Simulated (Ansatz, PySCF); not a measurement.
Process, species as SMILES: [CH]1CO1 -> [CH-]1CO1 (an electron is taken up)
Each molecule is optimised on its own at B3LYP-D3(BJ)/def2-TZVP (Ansatz, a program for electronic structure).

Quantity: adiabatic electron affinity (0 K, with B3LYP-D3(BJ) harmonic zero-point energies from PySCF), positive where the reaction releases energy, in eV. Valence correlation only, unless marked. UHF or UKS for open shells. No spin-orbit coupling. No relativistic terms. Anions need diffuse functions: aug- sets have them; def2-D sets add few; the other sets have none. Basis-set limits of correlation are two-point, X^-3; Hartree-Fock from the larger set. The bracket is a focal-point correction in the basis named.

```json
[
 {"level": "PBE/def2-TZVPD", "program": "Ansatz", "adiabatic electron affinity (eV)": "0.41"},
 {"level": "BLYP/def2-TZVPD", "program": "Ansatz", "adiabatic electron affinity (eV)": "___"},
 {"level": "revPBE-D3(BJ)/def2-TZVPD", "program": "Ansatz + dftd3", "adiabatic electron affinity (eV)": "0.38"},
 {"level": "PW6B95/def2-TZVPD", "program": "PySCF", "adiabatic electron affinity (eV)": "0.38"},
 {"level": "RPA@PBE/cc-pVTZ", "program": "Ansatz", "adiabatic electron affinity (eV)": "___"},
 {"level": "CCSD/aug-cc-pVDZ", "program": "Ansatz", "adiabatic electron affinity (eV)": "0.40"},
 {"level": "RI-MP2/CBS(aug-cc-pVTZ,aug-cc-pVQZ)+[CCSD(T)-MP2]/aug-cc-pVDZ", "program": "Ansatz", "adiabatic electron affinity (eV)": "___"}
]
```

Task: Fill in the missing entries.

Result: 
- BLYP/def2-TZVPD, adiabatic electron affinity (eV): 0.42
- RPA@PBE/cc-pVTZ, adiabatic electron affinity (eV): 0.46
- RI-MP2/CBS(aug-cc-pVTZ,aug-cc-pVQZ)+[CCSD(T)-MP2]/aug-cc-pVDZ, adiabatic electron affinity (eV): 0.60
